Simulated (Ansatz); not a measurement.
Born–Oppenheimer molecular dynamics of CH$_{4}$BS (7 atoms, charge 0, multiplicity 2). It starts at the highest image of a converged band, a first-order saddle point between two minima.

Method: UKS PBE-D4/STO-3G (Ansatz).

```
ensemble                      : NVE (velocity Verlet)
time step                     : 0.5 fs
steps asked                   : 200
starting velocities drawn for : 100 K
seed                          : 10029
```

First frame:

```xyz
7
Properties=species:S:1:pos:R:3
C -0.783 0.416 -0.121
B 0.476 -0.468 0.205
S 2.184 -0.416 -0.164
H -1.501 -0.149 -0.751
H -0.547 1.358 -0.657
H -1.336 0.687 0.801
H 1.568 -1.496 0.639
```

Task: How far do the bonds stretch over the last three quarters of this one trajectory? (Pairs bonded in most of those frames.)

Result: 
```json
{"bond": "C1–B2", "mean (Å)": "1.589", "spread (Å)": "0.062", "shortest": "1.48", "longest": "1.68"}
{"bond": "C1–H4", "mean (Å)": "1.110", "spread (Å)": "0.010", "shortest": "1.09", "longest": "1.14"}
{"bond": "C1–H5", "mean (Å)": "1.112", "spread (Å)": "0.008", "shortest": "1.10", "longest": "1.13"}
{"bond": "C1–H6", "mean (Å)": "1.111", "spread (Å)": "0.003", "shortest": "1.11", "longest": "1.12"}
{"bond": "B2–S3", "mean (Å)": "1.753", "spread (Å)": "0.055", "shortest": "1.66", "longest": "1.84"}
{"bond": "S3–H7", "mean (Å)": "1.408", "spread (Å)": "0.063", "shortest": "1.30", "longest": "1.51"}
```

Mean temperature of the second half: 1006 K. The conserved energy stayed within 0.29 meV per atom of its start (net change -0.13 meV per atom), so the integration is sound. The kinetic energy rose, since the run started high on the potential surface and went downhill. A run of 0.1 ps of so small a system gives no equilibrium averages. Limits of this set-up: minimal basis.

The run took 4.1 min on 1 thread of Intel(R) Xeon(R) Processor @ 2.70GHz, with other jobs on the host, peak memory 0.1 GiB.
